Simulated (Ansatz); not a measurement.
The input, for Ansatz 0.2.0:

```yaml
crystal:
  periodic: [false, false, false]
  atoms:
    - {symbol: O, position_ang: [0.000000, 0.000000, 0.000000]}
    - {symbol: H, position_ang: [0.000000, 0.000000, 1.133000]}
basis:
  gaussian: {orbitals: def2-SVP}
total_charge: 1
correlation: {method: fic_mrcisd_q, electrons: outside_noble_gas, active_space: {window: {electrons: 4, orbitals: 2}, states: [{multiplicity: 1, weights: [0.5, 1]}], root: 0}}
scf: {lower_state_search: off}
```

```sh
$ ansatz run in.yaml --threads 1 --pin off --events-out ev --progress --plain --max-ram 2393MiB
```

Log:

```
these checks for a lower state are left out or cut short: stability, starts, cluster_reference, orbital_swaps, neighbouring_geometries, increment
275 factors; integrals over basis functions are off by at most 1.5e-7 eV
mean field evaluation 1: about -2033.8288 eV, gradient 1.7e1 eV
mean field evaluation 2: about -2033.8283 eV, gradient 1.7e1 eV
mean field evaluation 4: about -2034.4322 eV, gradient 6.9e-1 eV
mean field evaluation 8: about -2034.4339 eV, gradient 1.4e-4 eV
mean field -2034.43390110 eV, -74.7640668766 hartree, gradient 7.5e-7 eV, S^2 0.000000; 0 other end points of the search recorded, 0 dependent functions left out
reference -2034.43390110 eV, -74.7640668766 hartree; 4, 4 occupied and 15, 15 virtual orbitals, 275 factors
Error: 2 states are sought, and the space of determinants holds 1 states of this symmetry and spin
```

The run gave no result to rely on (stopped by an error).

Ran on 1 thread of Arm Neoverse V1, shared host: 0.09 s wall, 0.13 GiB peak host memory.
